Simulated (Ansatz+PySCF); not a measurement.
The numbers below are computed, except where a source is named.
# Several solutions for singlet LiH2F in separate pieces

```yaml
atoms:
  - { symbol: Li, position_ang: [0.0000, 0.0000, -0.3995] }
  - { symbol: H, position_ang: [0.0000, 0.0000, 1.1984] }
  - { symbol: H, position_ang: [29.4990, 0.1568, -0.6406] }
  - { symbol: F, position_ang: [30.0557, -0.0174, 0.0712] }
```

Basis set: STO-3G (spherical functions). Charge 0, multiplicity 1.

CASSCF(4,4) was run from several starts with Ansatz (development build ahead of 0.2.0) and PySCF 2.14.0. The starts are those of the Hartree–Fock orbitals from which the active space was taken at the frontier.

```json
{"run": "A", "program": "PySCF", "start": "program defaults", "converged": "yes", "energy (hartree)": "-106.45280", "<S²>": "0.00"}
{"run": "B", "program": "Ansatz", "start": "atomic start, no search", "converged": "yes", "energy (hartree)": "-106.45272", "<S²>": "0.00"}
{"run": "C", "program": "Ansatz", "start": "stability test followed", "converged": "yes", "energy (hartree)": "-106.45281", "<S²>": "0.00"}
{"run": "D", "program": "Ansatz", "start": "search for the lowest state", "converged": "yes", "energy (hartree)": "-106.47646", "<S²>": "0.00"}
```

(1) Which runs reached the lowest solution of this kind, and what is wrong with the others?

Answers

(1) D reached the lowest solution found. Converged but too high: A by 0.64 eV, B by 0.65 eV, C by 0.64 eV. Convergence only shows a stationary point; in CASSCF the end hangs on which orbitals enter the active space. Caution: other starts end on other solutions of this active space.
